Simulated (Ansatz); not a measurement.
Relaxation of ClH$_{5}$MgSi (8 atoms, charge 0, multiplicity 1), to a largest force component of 0.03 eV/Å in at most 50 steps.

These are results of Ansatz, RKS PBE0/def2-SVP, not measurements.

```xyz
8
Properties=species:S:1:pos:R:3
Mg -2.009 0.132 -1.259
Si 1.172 -0.085 0.850
Cl -1.702 0.231 -3.447
H -0.262 -0.032 0.590
H -2.195 0.053 0.440
H 1.411 -0.834 2.121
H 1.700 1.307 0.982
H 1.884 -0.772 -0.276
```

Question: Where does it end, and by what steps?

Answer: The run converged. The force dipped under the threshold on the way, but the program's further checks kept it going. After 19 steps the energy has fallen by 0.325 eV; Cl3 moved furthest, 1.66 Å.

```
step  energy less start (eV)  largest force component (eV/Å)  accepted
   0                  0.0000                           1.062       yes
   1                 -0.1186                           0.296       yes
   2                 -0.1711                           0.214       yes
   3                 -0.2075                           0.079       yes
   4                 -0.2281                           0.155       yes
   5                 -0.2332                           0.114       yes
   6                 -0.2538                           0.095       yes
   7                 -0.2650                           0.098       yes
   8                 -0.2691                           0.057       yes
   9                 -0.2721                           0.042       yes
  10                 -0.2773                           0.134       yes
  11                 -0.2831                           0.270       yes
  12                 -0.2945                           0.279       yes
  13                 -0.3102                           0.111       yes
  14                 -0.3173                           0.215       yes
  15                 -0.3208                           0.083       yes
  16                 -0.3239                           0.034       yes
  17                 -0.3246                           0.010       yes
  18                 -0.3250                           0.054       yes
  19                 -0.3252                           0.023       yes
```

```xyz
8
Properties=species:S:1:pos:R:3
Mg -1.962 0.174 -0.806
Si 1.187 -0.135 0.592
Cl -0.486 0.652 -2.407
H -0.318 -0.247 0.699
H -3.325 -0.116 0.152
H 1.705 -0.509 1.940
H 1.535 1.275 0.269
H 1.663 -1.094 -0.440
```

Run time: 17 s on 2 threads of Intel(R) Xeon(R) 6975P-C (Granite Rapids), on a shared host, peak memory 0.19 GiB.
